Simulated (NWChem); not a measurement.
# One site exchanged: Ge, Si, Sn, Pb

Each species was optimised at PBE0/def2-SVP with NWChem, gas phase unless a solvent is named. Low-valent species are run as closed-shell singlets; no triplet was tried in these runs. For some, no frequency run checked for a minimum. def2 effective core potentials on Sn, Pb; no spin-orbit coupling.

A: [GeH2] (GeH$_{2}$)
B: [SiH2] (SiH$_{2}$)
C: [SnH2] (SnH2)
D: [PbH2] (PbH2)

```
quantity                                                  A (Ge)  B (Si)  C (Sn)  D (Pb)
--------------------------------------------------------  ------  ------  ------  ------
Pauling electronegativity of the site (pymatgen's table)    2.01    1.90    1.96    2.33
electrons in the molecule                                     34      16      52      84
dipole (D), PBE0/def2-SVP                                   0.01    0.36    0.58    1.35
orbital gap (eV), PBE0/def2-SVP                             3.84    3.75    3.62    3.85
vertical ionisation energy, ΔSCF, PBE/def2-SVP (eV)         9.40    9.35    8.89    8.93
static polarisability, PBE/def2-SVPD (bohr³)                37.9    35.5    49.4    51.6
lowest singlet excitation, PBE/def2-SVPD, TDA (eV)          2.52    2.45    2.41    2.50
```

“Dipole (D), PBE0/def2-SVP” runs from 0.01 in A (Ge) to 1.35 in D (Pb), in no step with either the site's electronegativity or the electron count. “Orbital gap (eV), PBE0/def2-SVP” runs from 3.62 in C (Sn) to 3.85 in D (Pb). “Vertical ionisation energy, ΔSCF, PBE/def2-SVP (eV)” runs from 8.89 in C (Sn) to 9.40 in A (Ge), in no step with either the site's electronegativity or the electron count. “Static polarisability, PBE/def2-SVPD (bohr³)” runs from 35.5 in B (Si) to 51.6 in D (Pb), rising in step with the number of electrons. “Lowest singlet excitation, PBE/def2-SVPD, TDA (eV)” runs from 2.41 in C (Sn) to 2.52 in A (Ge), in no step with either the site's electronegativity or the electron count. The order by vertical ionisation energy is neither the same as nor the reverse of the order by static polarisability.

These are trends among computed rows of three or four species; they are not measurements.
